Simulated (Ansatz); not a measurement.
Mulliken charges of `C=CC(O)=S` from PBE/def2-TZVPP in Ansatz (PBE0-D4/def2-TZVP geometry).

```json
{"atom": "C1", "x (Å)": "1.292", "y (Å)": "-0.145", "z (Å)": "-0.947", "charge (e)": "-0.120"}
{"atom": "C2", "x (Å)": "0.374", "y (Å)": "-0.541", "z (Å)": "-0.073", "charge (e)": "-0.128"}
{"atom": "C3", "x (Å)": "-0.699", "y (Å)": "0.322", "z (Å)": "0.420", "charge (e)": "0.215"}
{"atom": "O4", "x (Å)": "-1.470", "y (Å)": "-0.338", "z (Å)": "1.286", "charge (e)": "-0.183"}
{"atom": "S5", "x (Å)": "-0.975", "y (Å)": "1.880", "z (Å)": "0.016", "charge (e)": "-0.295"}
{"atom": "H6", "x (Å)": "1.279", "y (Å)": "0.867", "z (Å)": "-1.338", "charge (e)": "0.097"}
{"atom": "H7", "x (Å)": "2.069", "y (Å)": "-0.819", "z (Å)": "-1.285", "charge (e)": "0.110"}
{"atom": "H8", "x (Å)": "0.376", "y (Å)": "-1.550", "z (Å)": "0.327", "charge (e)": "0.107"}
{"atom": "H9", "x (Å)": "-2.158", "y (Å)": "0.278", "z (Å)": "1.578", "charge (e)": "0.197"}
```

**Question.** By hand: the dipole of these point charges (1 e Å = 4.8032 D).

**Answer.** Σ q r = (0.170, -0.454, 0.048) e Å, of length 0.487 e Å = 2.34 D.

**Question.** How does the dipole of the full density compare? (An estimate is asked.)

**Answer.** The calculation gave: (0.111, -0.342, 0.050) e Å, 1.74 D; the point charges give 1.34 times that, at 3° from its direction.

Point charges leave out the atoms' own dipoles, such as those of lone pairs, and Mulliken's split depends on the basis, so the two needn't agree.
